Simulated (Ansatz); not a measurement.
Molecule (SMILES): FCl (F-Cl).
Atoms: F1, Cl2. Bonds: F1-Cl2.

Basis-set convergence of the highest harmonic wavenumber at MP2 with Ansatz (a first-principles code). Each level at its own minimum, finite differences of forces, unscaled; the reference is a large set that could be run, not a limit. Cartesian d functions, on some or all atoms, in 6-311G**, 6-311+G**; all else is spherical. Cores are frozen. No added dispersion term, no relativity. Reference: the value in pcseg-3, 810 cm⁻¹, itself unsure by roughly 4 cm⁻¹ (its mean distance from def2-QZVPP, cc-pV(Q+d)Z, aug-pcseg-2). Deviations are taken from unrounded values.

```
basis            functions  highest harmonic wavenumber (cm⁻¹)
---------------  ---------  ----------------------------------
def2-SVP                32                                 769
def2-SVPD               50                                 757
pcseg-1                 32                                 755
aug-pcseg-1             50                                 755
cc-pV(D+d)Z             37                                 760
aug-cc-pV(D+d)Z         55                                 783
6-311G**                45                                 744
6-311+G**               53                                 737
pcseg-2                 64                                 806
aug-pcseg-2             96                                 803
def2-TZVP               68                                 800
def2-TZVPD              86                                 798
cc-pV(T+d)Z             69                                 804
aug-cc-pV(T+d)Z        101                                 799
def2-TZVPP              73                                 801
def2-TZVPPD             91                                 799
```

What the diffuse functions change, pair by pair:
- def2-SVP to def2-SVPD: 18 more functions, deviation -41 to -53 cm⁻¹
- pcseg-1 to aug-pcseg-1: 18 more functions, deviation -55 to -55 cm⁻¹
- cc-pV(D+d)Z to aug-cc-pV(D+d)Z: 18 more functions, deviation -50 to -27 cm⁻¹
- 6-311G** to 6-311+G**: 8 more functions, deviation -66 to -73 cm⁻¹
- pcseg-2 to aug-pcseg-2: 32 more functions, deviation -4 to -7 cm⁻¹
- def2-TZVP to def2-TZVPD: 18 more functions, deviation -10 to -12 cm⁻¹
- cc-pV(T+d)Z to aug-cc-pV(T+d)Z: 32 more functions, deviation -6 to -11 cm⁻¹
- def2-TZVPP to def2-TZVPPD: 18 more functions, deviation -9 to -11 cm⁻¹

They bring the value nearer the reference by more than 4 cm⁻¹ in 1 of 8 pairs.
